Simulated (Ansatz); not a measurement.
# Telling isomers of CH3BF− apart by their spectra

These gas-phase data were calculated for one isomer of CH3BF− at r2SCAN-D4/def2-SVPD (harmonic, unscaled wavenumbers; equilibrium rotational constants with average atomic masses):

```
rotational constants            : 59.45, 9.039, 7.846 GHz
all wavenumbers above 1500 cm⁻¹ : 3125, 3052, 2383
```

Candidates:

(1) `[BH2-]=CF`, a singlet
(2) `C=[BH-]F`, a singlet

Which candidate do the data belong to?

Candidate (2). 1 mode lies between 2350 and 2900 cm⁻¹, one for each B–H bond, while (1) has 2.

The same quantities for all candidates:

```tsv
	rotational constants (GHz)	wavenumbers above 1500 cm⁻¹	E above the lowest, r2SCAN-D4/def2-SVPD (kcal/mol)
(1)	58.63, 9.334, 8.052	3087, 2453, 2412	43.2
(2)	59.45, 9.039, 7.846	3125, 3052, 2383	0.0
```

Harmonic stretches to hydrogen usually lie a few per cent above observed fundamentals. Each candidate is one conformer. Programs: Ansatz 0.2.0.
